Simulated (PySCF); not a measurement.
Molecule: SMILES CC(C)C(C)C, C$_{6}$H$_{14}$.

Bonds (- single, = double, # triple, : aromatic): C1-C2, C2-C3, C2-C4, C4-C5, C4-C6. C1 carries H7, H8, H9; C2 carries H10; C3 carries H11, H12, H13; C4 carries H14; C5 carries H15, H16, H17; C6 carries H18, H19, H20.

Frames of a GFN2-xTB Langevin trajectory at 200 K; GIAO PBE0/pcSseg-1 shieldings in PySCF, gas phase, non-relativistic; equivalent atoms averaged within each frame.

Referencing at the same level of theory: 13C (σ = 186.93 ppm) and 1H (σ = 31.72 ppm) against TMS. The references are static minima.

Question: How do the shifts (ppm) fluctuate along the trajectory?

Answer: 
```
         time (fs)  C2/C4  C1/C3/C5/C6  H10/H14  H7/H8/H9/H11/H12/H13/H15/H16/H17/H18/H19/H20
optimised geometry   37.0         20.2     1.46                                          0.91
               250   36.9         19.0     1.12                                          0.82
               425   33.5         19.0     1.52                                          0.85
               625   38.8         21.7     1.80                                          1.14
               800   35.9         18.9     1.12                                          0.77
              1000   43.1         22.4     2.30                                          1.09
    mean of frames   37.6         20.2     1.57                                          0.93
standard deviation    3.6          1.7     0.50                                          0.17
```

5 frames give an uncertainty of the mean of about the standard deviation over 2.2 at best, since frames this close in time may not be independent; classical motion lacks zero-point vibration, and the reference would need the same averaging.
